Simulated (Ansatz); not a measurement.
Two structures of SiPH₇, closed shell, reached by relaxing down either side of one saddle point (PBE0-D4/def2-TZVP). Energies are electronic, without zero-point energy. Ansatz 0.2.0; basis: def2-TZVPP and def2-QZVPP; cores frozen in the correlated methods. Extrapolation: Hartree–Fock as exp(−7.88 √X), correlation as X^−2.97. First:

```xyz
9
angstrom
Si -1.5037 0.7328 -0.8359
H -0.7979 -0.4669 -1.3556
H -2.6264 1.0626 -1.7536
H -2.0439 0.4498 0.5164
H -0.5649 1.8802 -0.7802
H 1.2286 -1.9291 1.0544
P 1.4557 -0.5284 1.0625
H 2.4435 -0.6080 2.0789
H 2.4089 -0.5931 0.0132
```

Second:

```
9
angstrom
Si -0.4514 0.8956 -0.1100
H -1.4371 -2.6247 -0.6569
H -0.7599 0.5461 -1.5208
H -1.5639 0.4311 0.7584
H -0.3307 2.3726 0.0071
H -0.7376 -2.5763 -0.3994
P 1.4178 -0.2128 0.4937
H 1.5879 0.5361 1.6890
H 2.2750 0.6322 -0.2612
```

Question: Which bonds change from the first to the second?

Answer: SiH₄ + PH₃ → SiPH₅ ([SiH3][PH2]) + H₂; bonds formed: Si1–P7, H2–H6; bonds broken: Si1–H2, H6–P7.

Question: Give the saddle point's structure and its height above each. (Judge from chemistry; the value comes from the calculation.)

Answer: Computed: 63.11 kcal/mol above the first and 62.35 kcal/mol above the second (CCSD(T) at an estimated basis limit (MP2 extrapolated from triple and quadruple zeta, plus CCSD(T) − MP2 in triple zeta)).
Si1  (-0.863, 0.616, -0.318)
H2  (-0.534, -1.151, -0.535)
H3  (-1.270, 0.681, -1.755)
H4  (-1.991, 0.313, 0.599)
H5  (-0.465, 2.039, -0.057)
H6  (0.183, -1.615, 0.306)
P7  (1.024, -0.386, 0.730)
H8  (2.182, 0.025, 1.511)
H9  (1.736, -0.522, -0.480)
(Å)

T1 diagnostic: at most 0.015.

Labels in which every atom is bracketed show which atoms are joined, not bond orders.

For scale, one of the runs: CCSD(T)/def2-TZVPP, 182 basis functions, launched by `ansatz run in.yaml --threads 2 --pin off --events-out ev --progress --plain --max-ram 4352MiB`. The run took 18 s on 2 CPU threads of an Intel Xeon (shared host), with 1.7 GiB of host memory at its peak.
